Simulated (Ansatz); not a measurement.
Ansatz (a quantum-chemistry and plane-wave program) input (B3LYP-D3(BJ)/def2-TZVP):

Ansatz 0.2 input:
```yaml
crystal:
  periodic: [false, false, false]
  atoms:
    - {symbol: C, position_ang: [0.02216329, 1.27259407, -0.25454176]}
    - {symbol: O, position_ang: [0.03476913, 0.00145880, 0.52664644]}
    - {symbol: C, position_ang: [0.00976330, -1.27429895, -0.24666827]}
    - {symbol: H, position_ang: [0.07084685, 2.06943035, 0.48062170]}
    - {symbol: H, position_ang: [0.91860218, 1.24270488, -0.86432977]}
    - {symbol: H, position_ang: [-0.88570640, 1.30663167, -0.85134996]}
    - {symbol: H, position_ang: [0.05070786, -2.06701103, 0.49340913]}
    - {symbol: H, position_ang: [-0.89841275, -1.30318417, -0.84328195]}
    - {symbol: H, position_ang: [0.90643236, -1.25691049, -0.85660244]}
    - {symbol: H, position_ang: [-0.63218269, 0.00689771, 1.23562197]}
basis:
  gaussian:
    orbitals: def2-TZVP
hamiltonian:
  xc: b3lyp
  dispersion: d3bj
total_charge: 1
phonons: {temperatures: {t_min: 298.15, t_max: 298.15, t_step: 100}}
```

Output:

```
Functional definition: B3LYP
integrals: 0.04 GiB planned
819 factors; their error is unknown
mean field: 0.45 GiB planned
mean field evaluation 1: about -4216.9894 eV, gradient 7.8e1 eV
mean field evaluation 2: about -4209.2735 eV, gradient 1.0e2 eV
mean field evaluation 4: about -4228.7752 eV, gradient 4.9e0 eV
mean field evaluation 8: about -4228.8002 eV, gradient 4.3e-2 eV
mean field -4228.80015595 eV, -155.4055393474 hartree, gradient 2.5e-5 eV, S^2 0.000000; 0 other end points of the search recorded, 0 dependent functions left out
the calculation of the forces begins
reference -4228.80037680 eV, -155.4055474634 hartree; 13, 13 occupied and 122, 122 virtual orbitals, 819 factors
these checks for a lower state are left out or cut short: stability, starts, cluster_reference, orbital_swaps, neighbouring_geometries, increment
integrals: 0.04 GiB planned
819 factors; their error is unknown
mean field: 0.45 GiB planned
mean field evaluation 16: about -4228.8178 eV, gradient 4.8e-1 eV
mean field -4228.79996308 eV, -155.4055322596 hartree, gradient 1.4e-6 eV, S^2 0.000000; 0 other end points of the search recorded, 0 dependent functions left out
the calculation of the forces begins
reference -4228.80018392 eV, -155.4055403754 hartree; 13, 13 occupied and 122, 122 virtual orbitals, 819 factors
these checks for a lower state are left out or cut short: stability, starts, cluster_reference, orbital_swaps, neighbouring_geometries, increment
integrals: 0.04 GiB planned
819 factors; their error is unknown
mean field: 0.45 GiB planned
mean field -4228.79996882 eV, -155.4055324705 hartree, gradient 1.4e-6 eV, S^2 0.000000; 0 other end points of the search recorded, 0 dependent functions left out
the calculation of the forces begins
reference -4228.80018967 eV, -155.4055405866 hartree; 13, 13 occupied and 122, 122 virtual orbitals, 819 factors
these checks for a lower state are left out or cut short: stability, starts, cluster_reference, orbital_swaps, neighbouring_geometries, increment
integrals: 0.04 GiB planned
819 factors; their error is unknown
mean field: 0.45 GiB planned
mean field evaluation 32: about -4228.7998 eV, gradient 4.6e-1 eV
mean field -4228.80006251 eV, -155.4055359137 hartree, gradient 1.4e-6 eV, S^2 0.000000; 0 other end points of the search recorded, 0 dependent functions left out
the calculation of the forces begins
reference -4228.80028338 eV, -155.4055440303 hartree; 13, 13 occupied and 122, 122 virtual orbitals, 819 factors
these checks for a lower state are left out or cut short: stability, starts, cluster_reference, orbital_swaps, neighbouring_geometries, increment
integrals: 0.04 GiB planned
819 factors; their error is unknown
mean field: 0.45 GiB planned
mean field -4228.79999092 eV, -155.4055332827 hartree, gradient 1.4e-6 eV, S^2 0.000000; 0 other end points of the search recorded, 0 dependent functions left out
the calculation of the forces begins
reference -4228.80021175 eV, -155.4055413980 hartree; 13, 13 occupied and 122, 122 virtual orbitals, 819 factors
these checks for a lower state are left out or cut short: stability, starts, cluster_reference, orbital_swaps, neighbouring_geometries, increment
integrals: 0.04 GiB planned
819 factors; their error is unknown
mean field: 0.45 GiB planned
mean field -4228.79998479 eV, -155.4055330575 hartree, gradient 1.4e-6 eV, S^2 0.000000; 0 other end points of the search recorded, 0 dependent functions left out
the calculation of the forces begins
reference -4228.80020562 eV, -155.4055411729 hartree; 13, 13 occupied and 122, 122 virtual orbitals, 819 factors
these checks for a lower state are left out or cut short: stability, starts, cluster_reference, orbital_swaps, neighbouring_geometries, increment
integrals: 0.04 GiB planned
[...]
integrals: 0.04 GiB planned
819 factors; their error is unknown
mean field: 0.45 GiB planned
mean field -4228.80016040 eV, -155.4055395112 hartree, gradient 1.4e-6 eV, S^2 0.000000; 0 other end points of the search recorded, 0 dependent functions left out
the calculation of the forces begins
reference -4228.80038126 eV, -155.4055476276 hartree; 13, 13 occupied and 122, 122 virtual orbitals, 819 factors
these checks for a lower state are left out or cut short: stability, starts, cluster_reference, orbital_swaps, neighbouring_geometries, increment
integrals: 0.04 GiB planned
819 factors; their error is unknown
mean field: 0.45 GiB planned
mean field -4228.80011684 eV, -155.4055379104 hartree, gradient 1.4e-6 eV, S^2 0.000000; 0 other end points of the search recorded, 0 dependent functions left out
the calculation of the forces begins
reference -4228.80033768 eV, -155.4055460259 hartree; 13, 13 occupied and 122, 122 virtual orbitals, 819 factors
these checks for a lower state are left out or cut short: stability, starts, cluster_reference, orbital_swaps, neighbouring_geometries, increment
integrals: 0.04 GiB planned
819 factors; their error is unknown
mean field: 0.45 GiB planned
mean field evaluation 160: about -4228.7998 eV, gradient 4.6e-1 eV
mean field -4228.80010193 eV, -155.4055373623 hartree, gradient 1.4e-6 eV, S^2 0.000000; 0 other end points of the search recorded, 0 dependent functions left out
the calculation of the forces begins
reference -4228.80032277 eV, -155.4055454781 hartree; 13, 13 occupied and 122, 122 virtual orbitals, 819 factors
these checks for a lower state are left out or cut short: stability, starts, cluster_reference, orbital_swaps, neighbouring_geometries, increment
integrals: 0.04 GiB planned
819 factors; their error is unknown
mean field: 0.45 GiB planned
mean field -4228.80012147 eV, -155.4055380802 hartree, gradient 1.4e-6 eV, S^2 0.000000; 0 other end points of the search recorded, 0 dependent functions left out
the calculation of the forces begins
reference -4228.80034232 eV, -155.4055461964 hartree; 13, 13 occupied and 122, 122 virtual orbitals, 819 factors
these checks for a lower state are left out or cut short: stability, starts, cluster_reference, orbital_swaps, neighbouring_geometries, increment
integrals: 0.04 GiB planned
819 factors; their error is unknown
mean field: 0.45 GiB planned
mean field -4228.80006867 eV, -155.4055361401 hartree, gradient 1.4e-6 eV, S^2 0.000000; 0 other end points of the search recorded, 0 dependent functions left out
the calculation of the forces begins
reference -4228.80028951 eV, -155.4055442555 hartree; 13, 13 occupied and 122, 122 virtual orbitals, 819 factors
these checks for a lower state are left out or cut short: stability, starts, cluster_reference, orbital_swaps, neighbouring_geometries, increment
integrals: 0.04 GiB planned
819 factors; their error is unknown
mean field: 0.45 GiB planned
mean field -4228.80008495 eV, -155.4055367382 hartree, gradient 1.4e-6 eV, S^2 0.000000; 0 other end points of the search recorded, 0 dependent functions left out
the calculation of the forces begins
reference -4228.80030581 eV, -155.4055448547 hartree; 13, 13 occupied and 122, 122 virtual orbitals, 819 factors
these checks for a lower state are left out or cut short: stability, starts, cluster_reference, orbital_swaps, neighbouring_geometries, increment
integrals: 0.04 GiB planned
819 factors; their error is unknown
mean field: 0.45 GiB planned
mean field evaluation 192: about -4228.8002 eV, gradient 1.4e-6 eV
mean field -4228.80016125 eV, -155.4055395423 hartree, gradient 1.4e-6 eV, S^2 0.000000; 0 other end points of the search recorded, 0 dependent functions left out
the calculation of the forces begins
reference -4228.80038211 eV, -155.4055476586 hartree; 13, 13 occupied and 122, 122 virtual orbitals, 819 factors
these checks for a lower state are left out or cut short: stability, starts, cluster_reference, orbital_swaps, neighbouring_geometries, increment
integrals: 0.04 GiB planned
819 factors; their error is unknown
mean field: 0.45 GiB planned
mean field -4228.80011618 eV, -155.4055378858 hartree, gradient 1.4e-6 eV, S^2 0.000000; 0 other end points of the search recorded, 0 dependent functions left out
the calculation of the forces begins
reference -4228.80033702 eV, -155.4055460015 hartree; 13, 13 occupied and 122, 122 virtual orbitals, 819 factors
these checks for a lower state are left out or cut short: stability, starts, cluster_reference, orbital_swaps, neighbouring_geometries, increment
integrals: 0.04 GiB planned
819 factors; their error is unknown
mean field: 0.45 GiB planned
mean field -4228.80010634 eV, -155.4055375243 hartree, gradient 1.4e-6 eV, S^2 0.000000; 0 other end points of the search recorded, 0 dependent functions left out
the calculation of the forces begins
reference -4228.80032718 eV, -155.4055456400 hartree; 13, 13 occupied and 122, 122 virtual orbitals, 819 factors
these checks for a lower state are left out or cut short: stability, starts, cluster_reference, orbital_swaps, neighbouring_geometries, increment
integrals: 0.04 GiB planned
819 factors; their error is unknown
mean field: 0.45 GiB planned
mean field -4228.80012145 eV, -155.4055380797 hartree, gradient 1.4e-6 eV, S^2 0.000000; 0 other end points of the search recorded, 0 dependent functions left out
the calculation of the forces begins
reference -4228.80034231 eV, -155.4055461959 hartree; 13, 13 occupied and 122, 122 virtual orbitals, 819 factors
these checks for a lower state are left out or cut short: stability, starts, cluster_reference, orbital_swaps, neighbouring_geometries, increment
integrals: 0.04 GiB planned
819 factors; their error is unknown
mean field: 0.45 GiB planned
mean field -4228.80007925 eV, -155.4055365287 hartree, gradient 1.4e-6 eV, S^2 0.000000; 0 other end points of the search recorded, 0 dependent functions left out
the calculation of the forces begins
reference -4228.80030009 eV, -155.4055446445 hartree; 13, 13 occupied and 122, 122 virtual orbitals, 819 factors
these checks for a lower state are left out or cut short: stability, starts, cluster_reference, orbital_swaps, neighbouring_geometries, increment
integrals: 0.04 GiB planned
819 factors; their error is unknown
mean field: 0.45 GiB planned
mean field evaluation 224: about -4228.7998 eV, gradient 4.6e-1 eV
mean field -4228.80009215 eV, -155.4055370028 hartree, gradient 1.4e-6 eV, S^2 0.000000; 0 other end points of the search recorded, 0 dependent functions left out
the calculation of the forces begins
reference -4228.80031300 eV, -155.4055451189 hartree; 13, 13 occupied and 122, 122 virtual orbitals, 819 factors
these checks for a lower state are left out or cut short: stability, starts, cluster_reference, orbital_swaps, neighbouring_geometries, increment
integrals: 0.04 GiB planned
819 factors; their error is unknown
mean field: 0.45 GiB planned
mean field -4228.80011579 eV, -155.4055378716 hartree, gradient 1.4e-6 eV, S^2 0.000000; 0 other end points of the search recorded, 0 dependent functions left out
the calculation of the forces begins
reference -4228.80033664 eV, -155.4055459876 hartree; 13, 13 occupied and 122, 122 virtual orbitals, 819 factors
these checks for a lower state are left out or cut short: stability, starts, cluster_reference, orbital_swaps, neighbouring_geometries, increment
integrals: 0.04 GiB planned
819 factors; their error is unknown
mean field: 0.45 GiB planned
mean field -4228.80009358 eV, -155.4055370556 hartree, gradient 1.4e-6 eV, S^2 0.000000; 0 other end points of the search recorded, 0 dependent functions left out
the calculation of the forces begins
reference -4228.80031443 eV, -155.4055451715 hartree; 13, 13 occupied and 122, 122 virtual orbitals, 819 factors
Total energy: -4229.01735528 eV, -155.4135212757 hartree
Atom 0 at     0.022163     1.272594    -0.254542 Å, force    -0.001476     0.000698     0.000472 eV/Å
Atom 1 at     0.034769     0.001459     0.526646 Å, force     0.000600    -0.000000     0.000940 eV/Å
Atom 2 at     0.009763    -1.274299    -0.246668 Å, force    -0.001482    -0.000681     0.000476 eV/Å
Atom 3 at     0.070847     2.069430     0.480622 Å, force    -0.000077     0.000729     0.000021 eV/Å
Atom 4 at     0.918602     1.242705    -0.864330 Å, force     0.000928    -0.000034    -0.000533 eV/Å
Atom 5 at    -0.885706     1.306632    -0.851350 Å, force     0.000149    -0.000021     0.000093 eV/Å
Atom 6 at     0.050708    -2.067011     0.493409 Å, force    -0.000084    -0.000728     0.000025 eV/Å
Atom 7 at    -0.898413    -1.303184    -0.843282 Å, force     0.000150     0.000020     0.000093 eV/Å
Atom 8 at     0.906432    -1.256910    -0.856602 Å, force     0.000929     0.000022    -0.000533 eV/Å
Atom 9 at    -0.632183     0.006898     1.235622 Å, force     0.000363    -0.000005    -0.001053 eV/Å
Dipole moment:    -0.221768     0.001412     0.107436 e Å
Vibrations: 145.96 202.55 336.66 651.63 798.36 908.21 1089.59 1144.57 1198.84 1265.29 1428.07 1460.61 1473.83 1481.07 1483.29 1486.78 1495.58 3083.45 3083.84 3193.84 3194.59 3207.35 3208.64 3685.28 cm⁻¹, zero-point energy 2.523568 eV
```

It need not be the lowest isomer of its formula.
